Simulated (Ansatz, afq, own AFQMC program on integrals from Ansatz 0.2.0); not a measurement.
## HfC⁺, sextet in def2-SVP, levels against CCSDT(Q)

```xyz
2

Hf    0.0000    0.0000    0.0000
C     0.0000    0.0000    2.0906
```

Basis def2-SVP with its core potentials. Noble-gas cores (and the filled d shells of Ga–Kr and In–Xe) are frozen. Ansatz 0.2.0 and our own AFQMC program on the same integrals; the CISD trial comes from CCSD amplitudes, and released means the phaseless constraint is let go. Error bars are statistical, one sigma. No spin–orbit coupling. The metal's outer-core s and p shells are frozen, which shifts wave-function levels against functionals.

Determinant: UHF, the one that the program's search chose, which needn't be the lowest solution. The geometry is a PBE0/def2-TZVP stationary point of this or a neighbouring charge and spin state.

No full CI on the walks' own integrals is used here; CCSDT(Q) serves as the reference and is uncertain by about the last step of the cluster series.

Cautions: no spin-orbit coupling; outer-core shells of the metal frozen; another spin lies lower; the released energies are still falling, so no released level is given (meV from the phaseless value at times in 1/Eh: -16 ± 9 at 0.24, -9 ± 8 at 0.51, -13 ± 7 at 0.99, -25 ± 9 at 1.62, -50 ± 12 at 2.40), though the last usable value meets CCSDT(Q) within the noise; CCSDT(Q) on the ROHF determinant differs (67 meV higher), by its state or its frozen core.

* T1 diagnostic: 0.0349
* weight of the determinant in the CISD state: 0.921
* ⟨S²⟩ of the determinant: 8.755
* size of the correlated space: 7 electrons in 41 orbitals

Reference: CCSDT(Q), correlation energy -3.007 eV.

```tsv
level	E − E(reference) (kcal/mol)	share of correlation (%)
HF	69.33	0.00
MP2	15.63	77.46
CCSD	3.48	94.99
CCSD(T)	0.75	98.91
CCSDT	0.14	99.80
ph-AFQMC/HF	0.47 ± 0.84	99.32
ph-AFQMC/CISD	0.77 ± 0.19	98.89
```

A walk keeps the symmetry of its determinant, which the program's search chose and which needn't be the lowest solution, so a lower state of the same spin and another symmetry isn't excluded.
